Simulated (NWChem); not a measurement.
Species: hydrogen chloride (HCl); SMILES Cl

Program: NWChem. Pople sets run with spherical d functions. The geometry was optimised at PBE-D3(BJ)/def2-SVP. Level: PBE0/6-31+G*; the question gives the wavelength of the field.

Task: What does the run give for field 1065 nm? Quantities: isotropic polarisability (bohr³); anisotropy (bohr³).

Result: 
```
Item                              Value
--------------------------------  -----
isotropic polarisability (bohr³)   10.4
anisotropy (bohr³)                  4.5
```
